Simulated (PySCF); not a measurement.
Species: C4H7N.
Cartesian coordinates in Å at the PBE0-D3(BJ)/def2-SVP level; atoms count from 1:
```
atom  x, y, z in Å
N1    -2.089   -0.298    0.579
C2    -0.710    0.064    0.602
C3     0.046    0.377   -0.662
C4     1.413    0.029   -0.190
C5     0.280   -0.904    0.061
H6    -2.679    0.527    0.655
H7    -2.332   -0.765   -0.292
H8    -0.444    0.624    1.514
H9    -0.328    0.566   -1.669
H10    2.134   -0.278   -0.955
H11    1.859    0.583    0.650
H12    0.139   -1.939   -0.250
```

The calculation used core-valence-separated Tamm–Dancoff BHandHLYP/aug-pcX-1 (pcseg-1 on H) in PySCF, non-relativistic, gas phase, PBE0-D3(BJ)/def2-SVP geometry. No empirical shift is added; at this level the pattern usually sits a few eV under experiment.

**Question.** What does the C 1s absorption edge look like?

**Answer.** 
| E (eV) | f | core hole on | main final orbital |
| --- | --- | --- | --- |
| 285.86 | 0.0236 | C3 | LUMO (42 %) |
| 285.96 | 0.0705 | C3/C5 | spread (2 roots, f summed) |
| 286.04 | 0.0105 | C5 | LUMO (32 %) |
| 286.07 | 0.0108 | C4 | LUMO+1 (72 %) |
| 286.42 | 0.0217 | C4 | LUMO+2 (56 %) |
| 286.51 | 0.0444 | C4 | spread |
| 286.72 | 0.0042 | C3 | LUMO+1 (62 %) |
| 286.85 | 0.0084 | C3/C5 | LUMO+1/LUMO+2 (2 roots, f summed) |
| 286.92 | 0.0214 | C2 | LUMO+2 (41 %) |
| 286.98 | 0.0039 | C5 | LUMO+2 (45 %) |
| 287.01 | 0.0004 | C4 | LUMO+3 (44 %) |
| 287.10 | 0.0045 | C5 | LUMO (34 %) |
| 287.16 | 0.0017 | C3 | LUMO+3 (62 %) |
| 287.22 | 0.0509 | C2 | spread |
| 287.22 | 0.0037 | C4 | LUMO (47 %) |
| 287.53 | 0.0062 | C2 | LUMO (52 %) |
| 287.89 | 0.0073 | C4 | LUMO+4 (30 %) |

The first line with a tenth or more of the strongest one's intensity is at 285.86 eV (f = 0.024), with the hole on C3 (sp3 carbon at a ring junction). The strongest listed is at 285.96 eV (f = 0.070, sum of 2; C3/C5).

**Question.** What does the N 1s absorption edge look like?

**Answer.** 
| E (eV) | f | core hole on | main final orbital |
| --- | --- | --- | --- |
| 399.32 | 0.0135 | N1 | LUMO (65 %) |
| 400.18 | 0.0315 | N1 | LUMO+2 (39 %) |
| 401.27 | 0.0069 | N1 | LUMO+3 (70 %) |
| 401.50 | 0.0021 | N1 | LUMO+1 (50 %) |
| 401.84 | 0.0090 | N1 | LUMO+2 (33 %) |
| 402.15 | 0.0007 | N1 | LUMO+4 (42 %) |
| 402.43 | 0.0065 | N1 | spread |

The first line with a tenth or more of the strongest one's intensity is at 399.32 eV (f = 0.014), with the hole on N1 (primary amine nitrogen). The strongest listed is at 400.18 eV (f = 0.031; N1).

Roots within 0.03 eV whose holes lie on the same, on equivalent or on shared atoms are summed into one line, and the highest roots are left out, as the search may have cut off their partners. Final orbitals are the ground state's empty Kohn–Sham orbitals.

**Question.** What length of transition dipole belongs to the line at 287.22 eV?

**Answer.** From f = (2/3) ΔE |μ|² in atomic units, with ΔE = 10.555 Eh and f = 0.0509: |μ| = 0.085 au = 0.22 D.

The ionisation thresholds weren't computed; near and above them a finite basis only mimics Rydberg series and continuum.

One conformer stands for the species.
